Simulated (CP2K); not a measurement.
**BF2 (SMILES F[B]F) at UHF/STO-3G**

What is the energy change on altering one bond length of BF2 at UHF/STO-3G? 

The calculation is run with CP2K 2026.2.

2 further runs of the same task are left out: 1 that didn't finish, 1 set aside as unsound or not needed.

### 1 The molecule

BF2: 3 atoms, total charge 0, spin state doublet. As SMILES, `F[B]F`. Geometry: relaxed at PBE0-D4/def2-TZVP.

Bond lengths: F1–B2 1.306 Å, B2–F3 1.306 Å. Angles: F1–B2–F3 121.1°.

### 2 The energy at UHF/STO-3G

The input, calc.inp:

```
&FORCE_EVAL
  METHOD QS
  &DFT
    BASIS_SET_FILE_NAME ./sto_3g.basis
    POTENTIAL_FILE_NAME POTENTIAL
    CHARGE 0
    MULTIPLICITY 2
    LSD T
    &QS
      METHOD GAPW
      EPS_DEFAULT 1.0E-10
    &END QS
    &MGRID
      CUTOFF 280
      REL_CUTOFF 50
      NGRIDS 4
    &END MGRID
    # no periodic images
    &POISSON
      PERIODIC NONE
      POISSON_SOLVER MULTIPOLE
    &END POISSON
    &SCF
      SCF_GUESS ATOMIC
      EPS_SCF 1.0E-07
      MAX_SCF 80
      ADDED_MOS 10
      &DIAGONALIZATION
        ALGORITHM STANDARD
      &END DIAGONALIZATION
      &MIXING
        METHOD DIRECT_P_MIXING
        ALPHA 0.4
      &END MIXING
    &END SCF
    # functional
    &XC
      &XC_FUNCTIONAL NONE
      &END XC_FUNCTIONAL
      # exact exchange
      &HF
        FRACTION 1
        &SCREENING
          EPS_SCHWARZ 1.0E-10
          SCREEN_ON_INITIAL_P F
        &END SCREENING
        &INTERACTION_POTENTIAL
          POTENTIAL_TYPE COULOMB
        &END INTERACTION_POTENTIAL
        &MEMORY
          MAX_MEMORY 1050
        &END MEMORY
      &END HF
    &END XC
    &PRINT
      &MOMENTS
        PERIODIC F
        REFERENCE COM
        MAX_MOMENT 1
      &END MOMENTS
      &MO ON
        ENERGIES T
        OCCUPATION_NUMBERS T
        NDIGITS 6
        &EACH
          QS_SCF 0
        &END EACH
        ADD_LAST NUMERIC
      &END MO
      &LOWDIN ON
      &END LOWDIN
      &HIRSHFELD OFF
      &END HIRSHFELD
      &MO_MOLDEN ON
        NDIGITS 8
      &END MO_MOLDEN
    &END PRINT
  &END DFT
  # atoms, cell and kinds
  &SUBSYS
    # box in angstrom
    &CELL
      ABC [angstrom] 8.3 8.8 7.5
      PERIODIC NONE
    &END CELL
    &COORD
      F      0.513100    -1.044300     0.160000
      B      0.279000     0.240500     0.181300
      F     -0.802900     0.738900    -0.354600
    &END COORD
    &TOPOLOGY
      &CENTER_COORDINATES
      &END CENTER_COORDINATES
    &END TOPOLOGY
    &KIND F
      BASIS_SET STO-3G
      POTENTIAL ALL
      LEBEDEV_GRID 194
      RADIAL_GRID 100
    &END KIND
    &KIND B
      BASIS_SET STO-3G
      POTENTIAL ALL
      LEBEDEV_GRID 194
      RADIAL_GRID 100
    &END KIND
  &END SUBSYS
&END FORCE_EVAL
&GLOBAL
  PROJECT_NAME calc
  RUN_TYPE ENERGY
  PRINT_LEVEL MEDIUM
&END GLOBAL
```

Command:

```bash
$ OMP_NUM_THREADS=1 cp2k.psmp -i calc.inp -o calc.out
```

Log:

```text
CP2K| version string:                                       CP2K version 2026.2
[...]
 GLOBAL| Method name                                                        CP2K
[...]
 GLOBAL| Run type                                                         ENERGY
[...]
 *** WARNING in qs_environment.F:2191 :: More ADDED_MOs requested for beta ***
 *** spin than available.                                                  ***
 *** WARNING in qs_environment.F:2210 :: More added MOs requested than     ***
 *** available. The full set of unoccupied MOs will be used. Use           ***
 *** 'ADDED_MOS -1' to always use all available MOs and to get rid of this ***
[...]
 DFT| Spin unrestricted (spin-polarized) Kohn-Sham calculation               UKS
 DFT| Multiplicity                                                             2
[...]
 DFT| Charge                                                                   0
[...]
 QS| Method:                                                                GAPW
[...]
 QS| Density cutoff [a.u.]:                                                140.0
[...]
 QS| Relative density cutoff [a.u.]:                                        25.0
[...]
                             - Atoms:                                          3
[...]
                             - Spherical basis functions:                     15
[...]
 Number of electrons:                                                         12
[...]
     1 P_Mix/Diag. 0.40E+00    0.5     0.77694606      -220.3542787803 -2.20E+02
[...]
    18 DIIS/Diag.  0.69E-07    0.4     0.00000004      -220.4801758586 -5.68E-14
  *** SCF run converged in    18 steps ***
[...]
  Overlap energy of the core charge distribution:               0.00001373790659
  Self energy of the core charge distribution:               -225.37911717840331
  Core Hamiltonian energy:                                    -13.28570216148772
  Hartree energy:                                              32.77810200230863
  Exchange-correlation energy:                                  0.00000000000000
  Hartree-Fock Exchange energy:                               -24.48792065642667
[...]
  Ideal and single determinant S**2 :                    0.750000       0.753599
[...]
                     Mulliken Population Analysis
 #  Atom  Element  Kind  Atomic population (alpha,beta) Net charge  Spin moment
       1     F        1         4.627905     4.574869    -0.202774     0.053035
       2     B        2         2.744247     1.850228     0.405526     0.894019
       3     F        1         4.627849     4.574903    -0.202752     0.052946
 # Total charge and spin       12.000000    11.000000     0.000000     1.000000
[...]
  Dipole moment [Debye]
    X=  0.3047196E+00 Y=  0.2831004E+00 Z=  0.1999503E+00  Total=      0.4614976
 ENERGY| Total FORCE_EVAL ( QS ) energy [hartree]           -220.480175858559988
[...]
```

Run time: 7.8 s. Hardware: 1 thread of Arm Neoverse N1, shared host; peak memory 0.35 GiB.

### 3 The distorted shape at the same level

The input, molecule.inp:

```
&FORCE_EVAL
   METHOD QUICKSTEP
   &DFT
      BASIS_SET_FILE_NAME ./sto_3g.basis
      POTENTIAL_FILE_NAME POTENTIAL
      CHARGE 0
      MULTIPLICITY 2
      SPIN_POLARIZED T
      &QS
         METHOD GAPW
         EPS_DEFAULT 1.0E-10
      &END QS
      &MGRID
         CUTOFF 280
         REL_CUTOFF 50
         NGRIDS 4
      &END MGRID
      &POISSON
         PERIODIC NONE
         POISSON_SOLVER MULTIPOLE
      &END POISSON
      &SCF
         SCF_GUESS ATOMIC
         EPS_SCF 1.0E-06
         MAX_SCF 40
         &OT ON
            MINIMIZER CG
            PRECONDITIONER FULL_SINGLE_INVERSE
            LINESEARCH 3PNT
         &END OT
         &OUTER_SCF
            EPS_SCF 1.0E-06
            MAX_SCF 10
         &END OUTER_SCF
      &END SCF
      &XC
         &XC_FUNCTIONAL NONE
         &END XC_FUNCTIONAL
         &HF
            FRACTION 1
            &SCREENING
               EPS_SCHWARZ 1.0E-10
               SCREEN_ON_INITIAL_P F
            &END SCREENING
            &INTERACTION_POTENTIAL
               POTENTIAL_TYPE COULOMB
            &END INTERACTION_POTENTIAL
            &MEMORY
               MAX_MEMORY 1050
            &END MEMORY
         &END HF
      &END XC
      &PRINT
         &MOMENTS
            PERIODIC F
            REFERENCE COM
            MAX_MOMENT 1
         &END MOMENTS
         &MO_CUBES
            NLUMO 5
            NHOMO -1
            WRITE_CUBE F
         &END MO_CUBES
         &LOWDIN ON
         &END LOWDIN
         &HIRSHFELD OFF
         &END HIRSHFELD
      &END PRINT
   &END DFT
   &SUBSYS
      &CELL
         ABC [angstrom] 8.4 9.2 7.5
         PERIODIC NONE
      &END CELL
      &COORD
         F      0.583336    -1.429774     0.153609
         B      0.279000     0.240500     0.181300
         F     -0.802900     0.738900    -0.354600
      &END COORD
      &TOPOLOGY
         &CENTER_COORDINATES
         &END CENTER_COORDINATES
      &END TOPOLOGY
      &KIND F
         BASIS_SET STO-3G
         POTENTIAL ALL
         LEBEDEV_GRID 194
         RADIAL_GRID 100
      &END KIND
      &KIND B
         BASIS_SET STO-3G
         POTENTIAL ALL
         LEBEDEV_GRID 194
         RADIAL_GRID 100
      &END KIND
   &END SUBSYS
&END FORCE_EVAL

&GLOBAL
   PROJECT molecule
   RUN_TYPE ENERGY
   PRINT_LEVEL MEDIUM
&END GLOBAL
```

Command:

```bash
$ OMP_NUM_THREADS=1 cp2k.psmp -i molecule.inp > molecule.out 2>&1
```

Log:

```text
CP2K| version string:                                       CP2K version 2026.2
[...]
 GLOBAL| Method name                                                        CP2K
[...]
 GLOBAL| Run type                                                         ENERGY
[...]
 DFT| Spin unrestricted (spin-polarized) Kohn-Sham calculation               UKS
 DFT| Multiplicity                                                             2
[...]
 DFT| Charge                                                                   0
[...]
 QS| Method:                                                                GAPW
[...]
 QS| Density cutoff [a.u.]:                                                140.0
[...]
 QS| Relative density cutoff [a.u.]:                                        25.0
[...]
                             - Atoms:                                          3
[...]
                             - Spherical basis functions:                     15
[...]
 Number of electrons:                                                         12
[...]
     1 OT CG       0.64E-01    0.5     0.78028876      -208.0038410629 -2.08E+02
[...]
    34 OT CG       0.32E-01    0.4     0.00000095      -220.3953933981 -2.34E-11
  *** SCF run converged in    34 steps ***
[...]
  Overlap energy of the core charge distribution:               0.00000686584222
  Self energy of the core charge distribution:               -225.37911717840331
  Core Hamiltonian energy:                                    -13.43072367628540
  Hartree energy:                                              32.92772212824600
  Exchange-correlation energy:                                  0.00000000000000
  Hartree-Fock Exchange energy:                               -24.39545139712302
[...]
                     Mulliken Population Analysis
 #  Atom  Element  Kind  Atomic population (alpha,beta) Net charge  Spin moment
       1     F        1         4.765925     4.412685    -0.178610     0.353240
       2     B        2         2.633852     2.012231     0.353918     0.621621
       3     F        1         4.600223     4.575085    -0.175308     0.025139
 # Total charge and spin       12.000000    11.000000     0.000000     1.000000
[...]
  Dipole moment [Debye]
    X= -0.2009150E+00 Y=  0.1196141E+01 Z=  0.2844138E-01  Total=      1.2132313
[...]
 HOMO - LUMO gap [eV] :   17.116119
 ENERGY| Total FORCE_EVAL ( QS ) energy [hartree]           -220.395393398076152
[...]
```

Wall time 1.7 min (1 thread of Arm Neoverse N1, shared host); peak memory 0.37 GiB.

### 4 Summary of results

At UHF/STO-3G:

| quantity | value |
| --- | --- |
| first shape: total energy | -220.48018 Eh |
| first shape: dipole moment | 0.46 D |
| first shape: HOMO energy (highest over α and β) | -7.54 eV |
| first shape: LUMO energy (lowest over α and β) | 8.08 eV |
| first shape: ⟨S²⟩ | 0.754 |
| distorted shape: total energy | -220.39539 Eh |
| distorted shape: dipole moment | 1.21 D |
| distorted shape: HOMO energy (highest over α and β) | -8.35 eV |
| distorted shape: LUMO energy (lowest over α and β) | 6.87 eV |
| distorted shape: ⟨S²⟩ | 0.804 |
| energy change with the F1–B2 bond stretched from 1.306 to 1.698 Å | 2.307 eV |

In words: With the F1–B2 bond stretched from 1.306 to 1.698 Å the energy rises by 2.31 eV (223 kJ/mol). The first shape isn't relaxed at this level, so the change isn't measured from a minimum. The minimal basis adds a large error of its own.
